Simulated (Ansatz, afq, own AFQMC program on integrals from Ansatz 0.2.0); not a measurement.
## CH$_{4}$ + N, quartet: a scan with AFQMC

```tsv
atom	x (Å)	y (Å)	z (Å)
C	-1.1285	0.0000	0.0000
H	-1.4917	1.0273	0.0000
H	-1.4917	-0.5137	0.8897
H	-1.4917	-0.5137	-0.8897
H	-0.0389	0.0000	0.0000
N	1.2925	0.0000	0.0000
```

A hydrogen atom is moved from one rigid fragment to the other; the C1–H5 distance tells how far. The two fragments are held close together, so this isn't a minimum-energy path and the start is a compressed complex. Energies in eV count from this geometry (1.090 Å) at the same level; the start stands on UHF, each point on the determinant named.

Basis cc-pVTZ. Only valence electrons are correlated. Integrals, coupled cluster, full CI and functionals: Ansatz 0.2.0; the random walks run on the same integrals in our own AFQMC program. ph-AFQMC/CISD is guided by a CISD state made of CCSD amplitudes; releasing the constraint for a short imaginary time cuts its bias at the price of noise, slowly where states lie close. Uncertainties: one standard error, sampling alone.

Cautions, each for one point or more: lower spins were not checked.

```json
{"r(C1–H5) / Å": "1.173", "det.": "UHF", "T1": "0.013", "weight": "0.89", "⟨S²⟩": "3.78", "B2PLYP": "0.132", "MP2": "0.199", "CCSD(T)": "0.172"}
{"r(C1–H5) / Å": "1.214", "det.": "UHF", "T1": "0.013", "weight": "0.89", "⟨S²⟩": "3.78", "B2PLYP": "0.221", "MP2": "0.323", "CCSD(T)": "0.280"}
{"r(C1–H5) / Å": "1.256", "det.": "UHF", "T1": "0.014", "weight": "0.88", "⟨S²⟩": "3.79", "B2PLYP": "0.316", "MP2": "0.451", "CCSD(T)": "0.393"}
{"r(C1–H5) / Å": "1.298", "det.": "UHF", "T1": "0.015", "weight": "0.88", "⟨S²⟩": "3.79", "B2PLYP": "0.411", "MP2": "0.572", "CCSD(T)": "0.502"}
{"r(C1–H5) / Å": "1.381", "det.": "UHF", "T1": "0.016", "weight": "0.88", "⟨S²⟩": "3.78", "B2PLYP": "0.617", "MP2": "0.801", "CCSD(T)": "0.723"}
```

(1) Estimate the curve of phaseless AFQMC with a CISD trial, counted from the same start.

Results:

(1) 
```json
{"r(C1–H5) / Å": "1.173", "det.": "UHF", "T1": "0.013", "weight": "0.89", "⟨S²⟩": "3.78", "ph-AFQMC/CISD": "0.179 ± 0.008"}
{"r(C1–H5) / Å": "1.214", "det.": "UHF", "T1": "0.013", "weight": "0.89", "⟨S²⟩": "3.78", "ph-AFQMC/CISD": "0.270 ± 0.009"}
{"r(C1–H5) / Å": "1.256", "det.": "UHF", "T1": "0.014", "weight": "0.88", "⟨S²⟩": "3.79", "ph-AFQMC/CISD": "0.390 ± 0.009"}
{"r(C1–H5) / Å": "1.298", "det.": "UHF", "T1": "0.015", "weight": "0.88", "⟨S²⟩": "3.79", "ph-AFQMC/CISD": "0.495 ± 0.008"}
{"r(C1–H5) / Å": "1.381", "det.": "UHF", "T1": "0.016", "weight": "0.88", "⟨S²⟩": "3.78", "ph-AFQMC/CISD": "0.713 ± 0.007"}
```

Weight is that of the determinant in the CISD state; at the start T1 is 0.012 and the weight 0.89, and ⟨S²⟩ is 3.77. Largest departures from phaseless AFQMC with a CISD trial: CCSD(T) 0.011 eV at 1.381 (on UHF) (within the noise), B2PLYP -0.096 eV at 1.381, MP2 0.088 eV at 1.381 (on UHF). The walk's constraint bias lies outside its error bars, so these are departures and not errors. Functionals count only at points shown to share the start's state and spin.

A walk keeps the symmetry of its determinant, which the program's search chose and which needn't be the lowest solution, so a lower state of the same spin and another symmetry isn't excluded.
